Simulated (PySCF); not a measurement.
Dipole moment and polarisability of 1-chlorobicyclo[1.1.1.]pentane

1-chlorobicyclo[1.1.1.]pentane, C5H7Cl.
Geometry (GFN2-xTB, Å), atoms numbered from 1 in this order:
```
atom  x, y, z in Å
Cl1   -1.2418    1.1217    2.0030
C2    -0.4095    0.3694    0.6575
C3    -0.9645   -0.7234   -0.2651
C4     0.4650   -0.4191   -0.7503
C5     0.1372    1.0771   -0.5887
C6     0.9022   -0.4221    0.7264
H7    -1.7814   -0.4394   -0.9231
H8    -1.1381   -1.6983    0.1827
H9     0.9810   -0.8839   -1.5800
H10   -0.5962    1.4996   -1.2704
H11    0.9741    1.7541   -0.4388
H12    1.7984    0.1382    0.9788
H13    0.8691   -1.3735    1.2504
```

Level: wB97X-D/def2-SVPD (PySCF), static field, nuclei fixed, core orbitals frozen in the response. The polarisability tensor in these axes (au):

```
x   66.29 -2.75 -4.93
y   -2.75 65.74  4.46
z   -4.93  4.46 71.23
```

Problem. Give the principal values, the mean and the anisotropy Δα = √{½[(α1 − α2)² + (α2 − α3)² + (α1 − α3)²]}.

Solution. Principal values 63.24, 63.25 and 76.77 au; mean 67.75 au = 10.04 Å³ = 11.17 × 10⁻⁴⁰ C²·m²/J; Δα = 13.52 au (20 % of the mean).

Problem. What is the dipole moment, and where does it point?

Solution. (1.12, -1.01, -1.81) D, 2.35 D in size, pointing from the negative to the positive side. Measured along this direction, the outermost atoms are Cl1 at the negative end and H9 at the positive end.

Problem. Traceless (Buckingham) quadrupole moment about the centre of nuclear charge: eigenvalues?

Solution. -2.90, 1.45, 1.45 D·Å. The values depend on the origin, since the dipole doesn't vanish. The electronic extent ⟨r²⟩ about the same centre is 643 bohr², a root-mean-square distance of 1.83 Å for the 54 electrons.

Problem. Find the Langevin capture rate constant for H3+ (3.023 u) meeting this molecule (102.024 u), k = 2.342 × 10⁻⁹ cm³/s × √(α in Å³ / reduced mass in u).

Solution. The reduced mass is 2.94 u, so k = 4.33 × 10⁻⁹ cm³/s. The formula leaves out the permanent dipole, which adds to the capture rate.

Problem. Rayleigh depolarisation ratio (linearly polarised light, static tensor)?

Solution. ρ = 3Δα²/(45ᾱ² + 4Δα²) = 548.5/(206566 + 731.3) = 0.00265.

Isolated species at its GFN2-xTB geometry, gas phase.

These values come from a run that also computed excited states. Hardware: one thread of an Arm Neoverse V2, no GPU, on a shared host. Cost: 23 s wall.
